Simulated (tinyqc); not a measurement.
RHF in the sto-3g basis, for H3O+, spin multiplicity 1, step by step (part 1 of 2). Computed by tinyqc, a small Python program that keeps every step (integrals from PySCF). Settings: charge = 1, multiplicity = 1, basis = sto-3g, energy threshold = 1e-09, iteration cap = 71, orthogonalisation = canonical, start = highest core orbitals, DIIS depth = 0, damping = 0.7, method = RHF. Command: `OMP_NUM_THREADS=1 python tinyqc.py 20602 20603 out.jsonl` (the two numbers bound the seeds that draw the settings). One thread of a shared host (Intel(R) Xeon(R) Processor @ 2.60GHz), about 0.1 s of CPU time with the checks. Later iterations appear only in the table of the cycle.

## One-electron integrals

Geometry (angstrom):
```
atom,x,y,z
O,0.000000,0.000000,0.129000
H,1.030000,0.000000,0.000000
H,-0.515000,0.892000,0.000000
H,-0.515000,-0.892000,0.000000
```

Basis sto-3g: exponents (1/bohr^2) and contraction coefficients of normalised primitives:
```
element,l (shell),exponent,coefficient
O,s (1),130.709320,0.154329
O,s (1),23.808861,0.535328
O,s (1),6.443608,0.444635
O,s (2),5.033151,-0.099967
O,s (2),1.169596,0.399513
O,s (2),0.380389,0.700115
O,p (3),5.033151,0.155916
O,p (3),1.169596,0.607684
O,p (3),0.380389,0.391957
H,s (1),3.425251,0.154329
H,s (1),0.623914,0.535328
H,s (1),0.168855,0.444635
```

Overlap, kinetic and nuclear-attraction integrals over the contracted functions; the nuclear repulsion is the sum of Za Zb / Rab.

nuclear repulsion = 13.12467106 hartree

overlap S:
```
,1O 1s,1O 2s,1O 2px,1O 2py,1O 2pz,2H 1s,3H 1s,4H 1s
1O 1s,1.000000,0.236704,0.000000,0.000000,0.000000,0.044521,0.044521,0.044521
1O 2s,0.236704,1.000000,0.000000,0.000000,0.000000,0.423315,0.423318,0.423318
1O 2px,0.000000,0.000000,1.000000,0.000000,0.000000,0.361328,-0.180666,-0.180666
1O 2py,0.000000,0.000000,0.000000,1.000000,0.000000,0.000000,0.312920,-0.312920
1O 2pz,0.000000,0.000000,0.000000,0.000000,1.000000,-0.045254,-0.045254,-0.045254
2H 1s,0.044521,0.423315,0.361328,0.000000,-0.045254,1.000000,0.168213,0.168213
3H 1s,0.044521,0.423318,-0.180666,0.312920,-0.045254,0.168213,1.000000,0.168215
4H 1s,0.044521,0.423318,-0.180666,-0.312920,-0.045254,0.168213,0.168215,1.000000
```

kinetic energy T (hartree):
```
,1O 1s,1O 2s,1O 2px,1O 2py,1O 2pz,2H 1s,3H 1s,4H 1s
1O 1s,29.003200,-0.168011,0.000000,0.000000,0.000000,-0.006802,-0.006802,-0.006802
1O 2s,-0.168011,0.808128,0.000000,0.000000,0.000000,0.093218,0.093220,0.093220
1O 2px,0.000000,0.000000,2.528731,0.000000,0.000000,0.224164,-0.112084,-0.112084
1O 2py,0.000000,0.000000,0.000000,2.528731,0.000000,0.000000,0.194135,-0.194135
1O 2pz,0.000000,0.000000,0.000000,0.000000,2.528731,-0.028075,-0.028076,-0.028076
2H 1s,-0.006802,0.093218,0.224164,0.000000,-0.028075,0.760032,-0.005694,-0.005694
3H 1s,-0.006802,0.093220,-0.112084,0.194135,-0.028076,-0.005694,0.760032,-0.005694
4H 1s,-0.006802,0.093220,-0.112084,-0.194135,-0.028076,-0.005694,-0.005694,0.760032
```

nuclear attraction V (hartree):
```
,1O 1s,1O 2s,1O 2px,1O 2py,1O 2pz,2H 1s,3H 1s,4H 1s
1O 1s,-62.147805,-7.545083,0.000000,0.000000,0.004921,-1.455038,-1.455057,-1.455057
1O 2s,-7.545083,-10.569241,0.000002,0.000000,0.059342,-3.502995,-3.503028,-3.503028
1O 2px,0.000000,0.000002,-10.544920,0.000000,0.000000,-2.655481,1.327758,1.327758
1O 2py,0.000000,0.000000,0.000000,-10.544920,0.000000,0.000000,-2.299728,2.299728
1O 2pz,0.004921,0.059342,0.000000,0.000000,-10.396694,0.348019,0.348024,0.348024
2H 1s,-1.455038,-3.502995,-2.655481,0.000000,0.348019,-5.789531,-1.107887,-1.107887
3H 1s,-1.455057,-3.503028,1.327758,-2.299728,0.348024,-1.107887,-5.789551,-1.107903
4H 1s,-1.455057,-3.503028,1.327758,2.299728,0.348024,-1.107887,-1.107903,-5.789551
```

core Hamiltonian H = T + V (hartree):
```
,1O 1s,1O 2s,1O 2px,1O 2py,1O 2pz,2H 1s,3H 1s,4H 1s
1O 1s,-33.144605,-7.713094,0.000000,0.000000,0.004921,-1.461840,-1.461859,-1.461859
1O 2s,-7.713094,-9.761113,0.000002,0.000000,0.059342,-3.409776,-3.409807,-3.409807
1O 2px,0.000000,0.000002,-8.016189,0.000000,0.000000,-2.431317,1.215674,1.215674
1O 2py,0.000000,0.000000,0.000000,-8.016189,0.000000,0.000000,-2.105593,2.105593
1O 2pz,0.004921,0.059342,0.000000,0.000000,-7.867963,0.319944,0.319948,0.319948
2H 1s,-1.461840,-3.409776,-2.431317,0.000000,0.319944,-5.029499,-1.113581,-1.113581
3H 1s,-1.461859,-3.409807,1.215674,-2.105593,0.319948,-1.113581,-5.029519,-1.113597
4H 1s,-1.461859,-3.409807,1.215674,2.105593,0.319948,-1.113581,-1.113597,-5.029519
```

## Two-electron integrals

Functions are numbered as in S; the eight-fold symmetry (ij|kl) = (ji|kl) = (kl|ij) leaves the list below.

Two-electron integrals (ij|kl) in chemists' order, unique and non-zero (hartree):
```
i,j,k,l,(ij|kl)
1,1,1,1,4.785065
2,1,1,1,0.741380
2,1,2,1,0.136873
2,2,1,1,1.118947
2,2,2,1,0.256633
2,2,2,2,0.817206
3,1,3,1,0.024477
3,2,3,1,0.037809
3,2,3,2,0.180518
3,3,1,1,1.115814
3,3,2,1,0.256684
3,3,2,2,0.817023
3,3,3,3,0.880159
4,1,4,1,0.024477
4,2,4,1,0.037809
4,2,4,2,0.180518
4,3,4,3,0.047444
4,4,1,1,1.115814
4,4,2,1,0.256684
4,4,2,2,0.817023
4,4,3,3,0.785270
4,4,4,4,0.880159
5,1,5,1,0.024477
5,2,5,1,0.037809
5,2,5,2,0.180518
5,3,5,3,0.047444
5,4,5,4,0.047444
5,5,1,1,1.115814
5,5,2,1,0.256684
5,5,2,2,0.817023
5,5,3,3,0.785270
5,5,4,4,0.785270
5,5,5,5,0.880159
6,1,1,1,0.141376
6,1,2,1,0.025887
6,1,2,2,0.048246
6,1,3,1,0.001186
6,1,3,2,0.002223
6,1,3,3,0.048437
6,1,4,4,0.048153
6,1,5,1,-0.000149
6,1,5,2,-0.000278
6,1,5,3,-0.000036
6,1,5,5,0.048157
6,1,6,1,0.004960
6,2,1,1,0.350309
6,2,2,1,0.081379
6,2,2,2,0.287679
6,2,3,1,0.006070
6,2,3,2,0.046727
6,2,3,3,0.297057
6,2,4,4,0.282739
6,2,5,1,-0.000760
6,2,5,2,-0.005852
6,2,5,3,-0.001793
6,2,5,5,0.282964
6,2,6,1,0.015700
6,2,6,2,0.126284
6,3,1,1,0.253027
6,3,2,1,0.059530
6,3,2,2,0.224689
6,3,3,1,0.012322
6,3,3,2,0.083876
6,3,3,3,0.244572
6,3,4,4,0.214536
6,3,5,1,-0.000487
6,3,5,2,-0.004318
6,3,5,3,-0.002552
6,3,5,5,0.214704
6,3,6,1,0.011983
6,3,6,2,0.119817
6,3,6,3,0.130183
6,4,4,1,0.008437
6,4,4,2,0.049400
6,4,4,3,0.009662
6,4,5,4,-0.001210
6,4,6,4,0.017820
6,5,1,1,-0.031690
6,5,2,1,-0.007456
6,5,2,2,-0.028141
6,5,3,1,-0.000487
6,5,3,2,-0.004318
6,5,3,3,-0.028211
6,5,4,4,-0.026869
6,5,5,1,0.008498
6,5,5,2,0.049941
6,5,5,3,0.009830
6,5,5,5,-0.029310
6,5,6,1,-0.001501
6,5,6,2,-0.015006
6,5,6,3,-0.014073
6,5,6,5,0.019582
6,6,1,1,0.495786
6,6,2,1,0.117044
6,6,2,2,0.475062
6,6,3,1,0.011128
6,6,3,2,0.118719
6,6,3,3,0.511760
6,6,4,4,0.455977
6,6,5,1,-0.001394
6,6,5,2,-0.014869
6,6,5,3,-0.006986
6,6,5,5,0.456852
6,6,6,1,0.022772
6,6,6,2,0.264649
6,6,6,3,0.286585
6,6,6,5,-0.035893
6,6,6,6,0.774606
7,1,1,1,0.141378
7,1,2,1,0.025887
7,1,2,2,0.048247
7,1,3,1,-0.000593
7,1,3,2,-0.001111
7,1,3,3,0.048224
7,1,4,1,0.001027
7,1,4,2,0.001925
7,1,4,3,-0.000123
7,1,4,4,0.048366
7,1,5,1,-0.000149
7,1,5,2,-0.000278
7,1,5,3,0.000018
7,1,5,4,-0.000031
7,1,5,5,0.048158
7,1,6,1,0.004869
7,1,6,2,0.015118
7,1,6,3,0.010818
7,1,6,4,0.000423
7,1,6,5,-0.001447
7,1,6,6,0.021666
7,1,7,1,0.004960
7,2,1,1,0.350312
7,2,2,1,0.081380
7,2,2,2,0.287681
7,2,3,1,-0.003035
7,2,3,2,-0.023364
7,2,3,3,0.286321
7,2,4,1,0.005257
7,2,4,2,0.040467
7,2,4,3,-0.006200
7,2,4,4,0.293480
7,2,5,1,-0.000760
7,2,5,2,-0.005852
7,2,5,3,0.000897
7,2,5,4,-0.001553
7,2,5,5,0.282967
7,2,6,1,0.015118
7,2,6,2,0.098719
7,2,6,3,0.071627
7,2,6,4,0.011047
7,2,6,5,-0.011367
7,2,6,6,0.165749
7,2,7,1,0.015700
7,2,7,2,0.126286
7,3,1,1,-0.126515
7,3,2,1,-0.029765
7,3,2,2,-0.112346
7,3,3,1,0.009409
7,3,3,2,0.058020
7,3,3,3,-0.118270
7,3,4,1,-0.001682
7,3,4,2,-0.014929
7,3,4,3,0.010687
7,3,4,4,-0.111287
7,3,5,1,0.000243
7,3,5,2,0.002159
7,3,5,3,-0.001545
7,3,5,4,0.000581
7,3,5,5,-0.107354
7,3,6,1,-0.005043
7,3,6,2,-0.026246
7,3,6,3,-0.006232
7,3,6,4,-0.002282
7,3,6,5,0.002947
7,3,6,6,-0.033013
7,3,7,1,-0.005992
7,3,7,2,-0.059910
7,3,7,3,0.045911
7,4,1,1,0.219129
7,4,2,1,0.051555
7,4,2,2,0.194587
7,4,3,1,-0.001682
7,4,3,2,-0.014929
7,4,3,3,0.188114
7,4,4,1,0.011351
7,4,4,2,0.075257
7,4,4,3,-0.008848
7,4,4,4,0.209488
7,4,5,1,-0.000421
7,4,5,2,-0.003739
7,4,5,3,0.000581
7,4,5,4,-0.002216
7,4,5,5,0.185940
7,4,6,1,0.009580
7,4,6,2,0.067554
7,4,6,3,0.048604
7,4,6,4,0.020513
7,4,6,5,-0.007643
7,4,6,6,0.114837
7,4,7,1,0.010378
7,4,7,2,0.103766
7,4,7,3,-0.048656
7,4,7,4,0.102093
7,5,1,1,-0.031690
7,5,2,1,-0.007456
7,5,2,2,-0.028141
7,5,3,1,0.000243
7,5,3,2,0.002159
7,5,3,3,-0.027205
7,5,4,1,-0.000421
7,5,4,2,-0.003739
7,5,4,3,0.000581
7,5,4,4,-0.027876
7,5,5,1,0.008498
7,5,5,2,0.049941
7,5,5,3,-0.004915
7,5,5,4,0.008513
7,5,5,5,-0.029311
7,5,6,1,-0.001447
7,5,6,2,-0.011367
7,5,6,3,-0.008092
7,5,6,4,-0.001269
7,5,6,5,0.014632
7,5,6,6,-0.020777
7,5,7,1,-0.001501
7,5,7,2,-0.015006
7,5,7,3,0.007037
7,5,7,4,-0.012188
7,5,7,5,0.019582
7,6,1,1,0.106323
7,6,2,1,0.024888
7,6,2,2,0.094413
7,6,3,1,0.000753
7,6,3,2,0.006734
7,6,3,3,0.095005
7,6,4,1,0.001305
7,6,4,2,0.011664
7,6,4,3,0.000366
7,6,4,4,0.095429
7,6,5,1,-0.000377
7,6,5,2,-0.003374
7,6,5,3,-0.000392
7,6,5,4,-0.000679
7,6,5,5,0.092705
7,6,6,1,0.004732
7,6,6,2,0.039661
7,6,6,3,0.035146
7,6,6,4,0.004159
7,6,6,5,-0.005304
7,6,6,6,0.083410
7,6,7,1,0.004732
7,6,7,2,0.039661
7,6,7,3,-0.013971
7,6,7,4,0.032517
7,6,7,5,-0.005304
7,6,7,6,0.015151
7,7,1,1,0.495788
7,7,2,1,0.117045
7,7,2,2,0.475064
7,7,3,1,-0.005564
7,7,3,2,-0.059360
7,7,3,3,0.469925
7,7,4,1,0.009637
7,7,4,2,0.102814
7,7,4,3,-0.024155
7,7,4,4,0.497816
7,7,5,1,-0.001394
7,7,5,2,-0.014869
7,7,5,3,0.003493
7,7,5,4,-0.006051
7,7,5,5,0.456854
7,7,6,1,0.021665
7,7,6,2,0.165748
7,7,6,3,0.115958
7,7,6,4,0.028829
7,7,6,5,-0.020777
7,7,6,6,0.294423
7,7,7,1,0.022773
7,7,7,2,0.264652
7,7,7,3,-0.143295
7,7,7,4,0.248192
7,7,7,5,-0.035893
7,7,7,6,0.083410
7,7,7,7,0.774606
8,1,1,1,0.141378
8,1,2,1,0.025887
8,1,2,2,0.048247
8,1,3,1,-0.000593
8,1,3,2,-0.001111
8,1,3,3,0.048224
8,1,4,1,-0.001027
8,1,4,2,-0.001925
8,1,4,3,0.000123
8,1,4,4,0.048366
8,1,5,1,-0.000149
8,1,5,2,-0.000278
8,1,5,3,0.000018
8,1,5,4,0.000031
8,1,5,5,0.048158
8,1,6,1,0.004869
8,1,6,2,0.015118
8,1,6,3,0.010818
8,1,6,4,-0.000423
8,1,6,5,-0.001447
8,1,6,6,0.021666
8,1,7,1,0.004869
8,1,7,2,0.015118
8,1,7,3,-0.005775
8,1,7,4,0.009158
8,1,7,5,-0.001447
8,1,7,6,0.004590
8,1,7,7,0.021666
8,1,8,1,0.004960
8,2,1,1,0.350312
8,2,2,1,0.081380
8,2,2,2,0.287681
8,2,3,1,-0.003035
8,2,3,2,-0.023364
8,2,3,3,0.286321
8,2,4,1,-0.005257
8,2,4,2,-0.040467
8,2,4,3,0.006200
8,2,4,4,0.293480
8,2,5,1,-0.000760
8,2,5,2,-0.005852
8,2,5,3,0.000897
8,2,5,4,0.001553
8,2,5,5,0.282967
8,2,6,1,0.015118
8,2,6,2,0.098719
8,2,6,3,0.071627
8,2,6,4,-0.011047
8,2,6,5,-0.011367
8,2,6,6,0.165749
8,2,7,1,0.015118
8,2,7,2,0.098720
8,2,7,3,-0.045381
8,2,7,4,0.056507
8,2,7,5,-0.011367
8,2,7,6,0.031860
8,2,7,7,0.165750
8,2,8,1,0.015700
8,2,8,2,0.126286
8,3,1,1,-0.126515
8,3,2,1,-0.029765
8,3,2,2,-0.112346
8,3,3,1,0.009409
8,3,3,2,0.058020
8,3,3,3,-0.118270
8,3,4,1,0.001682
8,3,4,2,0.014929
8,3,4,3,-0.010687
8,3,4,4,-0.111287
8,3,5,1,0.000243
8,3,5,2,0.002159
8,3,5,3,-0.001545
8,3,5,4,-0.000581
8,3,5,5,-0.107354
8,3,6,1,-0.005043
8,3,6,2,-0.026246
8,3,6,3,-0.006232
8,3,6,4,0.002282
8,3,6,5,0.002947
8,3,6,6,-0.033013
8,3,7,1,-0.005775
8,3,7,2,-0.045381
8,3,7,3,0.033886
8,3,7,4,-0.025444
8,3,7,5,0.005146
8,3,7,6,-0.010976
8,3,7,7,-0.082947
8,3,8,1,-0.005992
8,3,8,2,-0.059910
8,3,8,3,0.045911
8,4,1,1,-0.219129
8,4,2,1,-0.051555
8,4,2,2,-0.194587
8,4,3,1,0.001682
8,4,3,2,0.014929
8,4,3,3,-0.188114
8,4,4,1,0.011351
8,4,4,2,0.075257
8,4,4,3,-0.008848
8,4,4,4,-0.209488
8,4,5,1,0.000421
8,4,5,2,0.003739
8,4,5,3,-0.000581
8,4,5,4,-0.002216
8,4,5,5,-0.185940
8,4,6,1,-0.009580
8,4,6,2,-0.067554
8,4,6,3,-0.048604
8,4,6,4,0.020513
8,4,6,5,0.007643
8,4,6,6,-0.114837
8,4,7,1,-0.009158
8,4,7,2,-0.056507
8,4,7,3,0.025444
8,4,7,4,-0.019604
8,4,7,5,0.006373
8,4,7,6,-0.019011
8,4,7,7,-0.086008
8,4,8,1,-0.010378
8,4,8,2,-0.103766
8,4,8,3,0.048656
8,4,8,4,0.102093
8,5,1,1,-0.031690
8,5,2,1,-0.007456
8,5,2,2,-0.028141
8,5,3,1,0.000243
8,5,3,2,0.002159
8,5,3,3,-0.027205
8,5,4,1,0.000421
8,5,4,2,0.003739
8,5,4,3,-0.000581
8,5,4,4,-0.027876
8,5,5,1,0.008498
8,5,5,2,0.049941
8,5,5,3,-0.004915
8,5,5,4,-0.008513
8,5,5,5,-0.029311
8,5,6,1,-0.001447
8,5,6,2,-0.011367
8,5,6,3,-0.008092
8,5,6,4,0.001269
8,5,6,5,0.014632
8,5,6,6,-0.020777
8,5,7,1,-0.001447
8,5,7,2,-0.011367
8,5,7,3,0.005146
8,5,7,4,-0.006373
8,5,7,5,0.014632
8,5,7,6,-0.004119
8,5,7,7,-0.020777
8,5,8,1,-0.001501
8,5,8,2,-0.015006
8,5,8,3,0.007037
8,5,8,4,0.012188
8,5,8,5,0.019582
8,6,1,1,0.106323
8,6,2,1,0.024888
8,6,2,2,0.094413
8,6,3,1,0.000753
8,6,3,2,0.006734
8,6,3,3,0.095005
8,6,4,1,-0.001305
8,6,4,2,-0.011664
8,6,4,3,-0.000366
8,6,4,4,0.095429
8,6,5,1,-0.000377
8,6,5,2,-0.003374
8,6,5,3,-0.000392
8,6,5,4,0.000679
8,6,5,5,0.092705
8,6,6,1,0.004732
8,6,6,2,0.039661
8,6,6,3,0.035146
8,6,6,4,-0.004159
8,6,6,5,-0.005304
8,6,6,6,0.083410
8,6,7,1,0.004590
8,6,7,2,0.031860
8,6,7,3,-0.010976
8,6,7,4,0.019011
8,6,7,5,-0.004119
8,6,7,6,0.012324
8,6,7,7,0.054540
8,6,8,1,0.004732
8,6,8,2,0.039661
8,6,8,3,-0.013971
8,6,8,4,-0.032517
8,6,8,5,-0.005304
8,6,8,6,0.015151
8,7,1,1,0.106325
8,7,2,1,0.024888
8,7,2,2,0.094415
8,7,3,1,-0.001507
8,7,3,2,-0.013469
8,7,3,3,0.095641
8,7,4,4,0.094795
8,7,5,1,-0.000377
8,7,5,2,-0.003374
8,7,5,3,0.000784
8,7,5,5,0.092706
8,7,6,1,0.004590
8,7,6,2,0.031861
8,7,6,3,0.021953
8,7,6,5,-0.004119
8,7,6,6,0.054541
8,7,7,1,0.004732
8,7,7,2,0.039662
8,7,7,3,-0.021176
8,7,7,4,0.028359
8,7,7,5,-0.005304
8,7,7,6,0.012325
8,7,7,7,0.083411
8,7,8,1,0.004732
8,7,8,2,0.039662
8,7,8,3,-0.021176
8,7,8,4,-0.028359
8,7,8,5,-0.005304
8,7,8,6,0.012325
8,7,8,7,0.015152
8,8,1,1,0.495788
8,8,2,1,0.117045
8,8,2,2,0.475064
8,8,3,1,-0.005564
8,8,3,2,-0.059360
8,8,3,3,0.469925
8,8,4,1,-0.009637
8,8,4,2,-0.102814
8,8,4,3,0.024155
8,8,4,4,0.497816
8,8,5,1,-0.001394
8,8,5,2,-0.014869
8,8,5,3,0.003493
8,8,5,4,0.006051
8,8,5,5,0.456854
8,8,6,1,0.021665
8,8,6,2,0.165748
8,8,6,3,0.115958
8,8,6,4,-0.028829
8,8,6,5,-0.020777
8,8,6,6,0.294423
8,8,7,1,0.021666
8,8,7,2,0.165750
8,8,7,3,-0.082947
8,8,7,4,0.086008
8,8,7,5,-0.020777
8,8,7,6,0.054540
8,8,7,7,0.294424
8,8,8,1,0.022773
8,8,8,2,0.264652
8,8,8,3,-0.143295
8,8,8,4,-0.248192
8,8,8,5,-0.035893
8,8,8,6,0.083410
8,8,8,7,0.083411
8,8,8,8,0.774606
```

## Orthogonalisation

S = U s U^T; canonical form X = U s^(-1/2), so that X^T S X = 1. Each column of U has its largest component positive (the first on a tie).

eigenvalues of S: 0.380605  0.465435  0.465437  0.968360  1.018120  1.366350  1.366351  1.969342

X:
```
,1,2,3,4,5,6,7,8
1O 1s,-0.363358,0.000000,-0.000009,0.770620,0.569297,0.000000,0.000002,0.150678
1O 2s,1.259126,0.000000,0.000024,-0.022274,0.102629,0.000000,0.000003,0.442372
1O 2px,-0.000023,0.000000,0.934710,0.000000,0.000000,0.000000,0.658986,-0.000002
1O 2py,0.000000,0.934710,0.000000,0.000000,0.000000,0.658988,0.000000,0.000000
1O 2pz,-0.119760,0.000000,-0.000002,-0.613928,0.784040,0.000000,0.000000,-0.043358
2H 1s,-0.546368,0.000000,-0.921906,-0.143081,-0.104647,0.000000,0.445432,0.309571
3H 1s,-0.546401,-0.798388,0.460937,-0.143079,-0.104646,0.385754,-0.222714,0.309575
4H 1s,-0.546401,0.798388,0.460937,-0.143079,-0.104646,-0.385754,-0.222714,0.309575
```

Within a degenerate level the vectors are fixed only up to a rotation; this is one choice.

## Starting guess

The start is the highest orbitals of the core Hamiltonian (a deliberately bad start); D = 2 C_occ C_occ^T.

D at the start:
```
,1O 1s,1O 2s,1O 2px,1O 2py,1O 2pz,2H 1s,3H 1s,4H 1s
1O 1s,0.009094,-0.084316,-0.000003,0.000000,-0.044905,0.079193,0.079193,0.079193
1O 2s,-0.084316,0.822248,0.000010,0.000000,0.149231,-0.805934,-0.805943,-0.805943
1O 2px,-0.000003,0.000010,2.615891,0.000000,-0.000001,-1.136341,0.568175,0.568175
1O 2py,0.000000,0.000000,0.000000,0.250371,0.000000,0.000000,-0.615913,0.615913
1O 2pz,-0.044905,0.149231,-0.000001,0.000000,1.982914,0.081711,0.081712,0.081712
2H 1s,0.079193,-0.805934,-1.136341,0.000000,0.081711,2.913125,-0.231771,-0.231771
3H 1s,0.079193,-0.805943,0.568175,-0.615913,0.081712,-0.231771,2.855832,-0.174465
4H 1s,0.079193,-0.805943,0.568175,0.615913,0.081712,-0.231771,-0.174465,2.855832
```

## Iteration 1: building the Fock matrix

J_ij = sum D_kl (ij|kl), K_ij = sum D_kl (ik|jl); F = H + J - 0.5 K; E = tr D H + tr D J / 2 - 0.25 tr D K + E_nn.

Coulomb J (hartree):
```
,1O 1s,1O 2s,1O 2px,1O 2py,1O 2pz,2H 1s,3H 1s,4H 1s
1O 1s,7.344941,1.702278,-0.002012,0.000000,0.008016,0.320139,0.319867,0.319867
1O 2s,1.702278,5.950216,-0.016723,0.000000,0.003131,2.283971,2.272344,2.272344
1O 2px,-0.002012,-0.016723,6.067732,0.000000,0.000545,1.898496,-0.953377,-0.953377
1O 2py,0.000000,0.000000,0.000000,5.871454,0.000000,0.000000,1.609158,-1.609158
1O 2pz,0.008016,0.003131,0.000545,0.000000,5.906857,-0.237917,-0.237221,-0.237221
2H 1s,0.320139,2.283971,1.898496,0.000000,-0.237917,4.599294,0.798486,0.798486
3H 1s,0.319867,2.272344,-0.953377,1.609158,-0.237221,0.798486,4.553092,0.802488
4H 1s,0.319867,2.272344,-0.953377,-1.609158,-0.237221,0.798486,0.802488,4.553092
```

exchange K (hartree):
```
,1O 1s,1O 2s,1O 2px,1O 2py,1O 2pz,2H 1s,3H 1s,4H 1s
1O 1s,0.121651,0.164062,-0.001304,0.000000,0.008115,0.037431,0.033217,0.033217
1O 2s,0.164062,0.854179,-0.013880,0.000000,0.199498,0.449145,0.421736,0.421736
1O 2px,-0.001304,-0.013880,2.016874,0.000000,0.000638,0.669259,-0.339640,-0.339640
1O 2py,0.000000,0.000000,0.000000,0.327287,0.000000,0.000000,0.282060,-0.282060
1O 2pz,0.008115,0.199498,0.000638,0.000000,1.867457,-0.023536,-0.023359,-0.023359
2H 1s,0.037431,0.449145,0.669259,0.000000,-0.023536,1.603545,0.163931,0.163931
3H 1s,0.033217,0.421736,-0.339640,0.282060,-0.023359,0.163931,1.524572,0.210625
4H 1s,0.033217,0.421736,-0.339640,-0.282060,-0.023359,0.163931,0.210625,1.524572
```

Fock matrix F (hartree):
```
,1O 1s,1O 2s,1O 2px,1O 2py,1O 2pz,2H 1s,3H 1s,4H 1s
1O 1s,-25.860489,-6.092846,-0.001359,0.000000,0.008880,-1.160417,-1.158600,-1.158600
1O 2s,-6.092846,-4.237987,-0.009781,0.000000,-0.037275,-1.350378,-1.348331,-1.348331
1O 2px,-0.001359,-0.009781,-2.956893,0.000000,0.000226,-0.867450,0.432117,0.432117
1O 2py,0.000000,0.000000,0.000000,-2.308378,0.000000,0.000000,-0.637465,0.637465
1O 2pz,0.008880,-0.037275,0.000226,0.000000,-2.894834,0.093795,0.094407,0.094407
2H 1s,-1.160417,-1.350378,-0.867450,0.000000,0.093795,-1.231978,-0.397060,-0.397060
3H 1s,-1.158600,-1.348331,0.432117,-0.637465,0.094407,-0.397060,-1.238713,-0.416421
4H 1s,-1.158600,-1.348331,0.432117,0.637465,0.094407,-0.397060,-0.416421,-1.238713
```

total energy of this density = -24.11713390 hartree

This density is the starting one.
